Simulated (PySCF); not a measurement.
Bonds (- single, = double, # triple, : aromatic): C1-C2 1.515 Å, C2-C3 1.516 Å, C3-C4 1.510 Å, C3=O5 1.208 Å. C1 carries H6, H7, H8; C2 carries H9, H10; C4 carries H11, H12, H13.

Geometry: PBE0-D3(BJ)/def2-SVP; GIAO absolute shieldings from PySCF 2.14, gas phase, non-relativistic, averaged over equivalent atoms.

At PBE0/pcSseg-1 (125 basis functions, 6.2 s wall time on 1 thread of an x86-64 server CPU, shared host):
```json
{"atoms": "C3", "σ (ppm)": "-25.5"}
{"atoms": "C2", "σ (ppm)": "146.9"}
{"atoms": "C4", "σ (ppm)": "153.6"}
{"atoms": "C1", "σ (ppm)": "175.6"}
{"atoms": "O5", "σ (ppm)": "-347.1"}
{"atoms": "H9/H10", "σ (ppm)": "29.08"}
{"atoms": "H11/H12/H13", "σ (ppm)": "29.20"}
{"atoms": "H6/H7/H8", "σ (ppm)": "30.30"}
```

Predict the values at wB97X-D/pcSseg-2 on the same geometry.

## Answers


| atoms | σ at wB97X-D/pcSseg-2 | change |
| --- | --- | --- |
| C3 | -35.2 | -9.7 |
| C2 | 144.9 | -2.0 |
| C4 | 152.7 | -0.9 |
| C1 | 175.1 | -0.5 |
| O5 | -336.3 | +10.8 |
| H9/H10 | 29.00 | -0.08 |
| H11/H12/H13 | 29.29 | +0.09 |
| H6/H7/H8 | 30.39 | +0.09 |

The largest change is at O5 (ketone oxygen). Cost: 292 basis functions, 40 s wall time on 1 thread of an x86-64 server CPU, shared host. The order of the carbon signals is the same at both levels.
